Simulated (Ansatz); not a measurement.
Conformers and stereoisomers of C4H4F2 (`FC1C=CC1F`), each relaxed with PBE0-D4/def2-TZVP in Ansatz. CBS adds the triple-zeta coupled-cluster correction to the MP2 limit.

Not all of them had a frequency check.

Conformer A:

Z-matrix (Å, degrees):
```
C
C 1 1.501
F 1 1.375 2 117.0
C 1 1.549 2 85.7 3 117.5
H 1 1.093 2 115.7 3 -129.5
C 2 1.335 1 93.8 3 -124.9
H 2 1.082 1 131.8 3 55.6
F 4 1.375 1 116.4 2 124.7
H 4 1.093 1 112.6 2 -109.5
H 6 1.082 2 134.3 1 -172.9
```

Conformer B:

```xyz
10

F    -0.875   -1.791   -0.453
C    -0.305   -0.837    0.348
C    -0.983    0.503    0.351
C     0.046    1.137   -0.216
C     0.898   -0.096   -0.315
F     1.181   -0.525   -1.584
H    -0.107   -1.296    1.321
H    -1.936    0.830    0.749
H     0.247    2.175   -0.455
H     1.833   -0.099    0.253
```

(1) Which is lowest in electronic energy at CCSD(T)/CBS (frozen core, def2 sets), and by how much? (Best estimate.)

(2) Give the energies relative to A (kJ/mol) with PBE-D4/def2-TZVPP, ωB97M-V/def2-TZVPP, PBE/def2-TZVPP, MP2/def2-TZVPP, CCSD/def2-TZVPP, HF/def2-QZVPP, SCS-MP2/def2-QZVPP. (Estimate.)

## Answers

(1) Ansatz gave: A; B lies 12.0 kJ/mol higher.

(2) Ansatz gave: 
```tsv
level	B
PBE-D4/def2-TZVPP	12.4
ωB97M-V/def2-TZVPP	12.4
PBE/def2-TZVPP	12.7
MP2/def2-TZVPP	13.5
CCSD/def2-TZVPP	12.6
HF/def2-QZVPP	12.6
SCS-MP2/def2-QZVPP	12.4
```
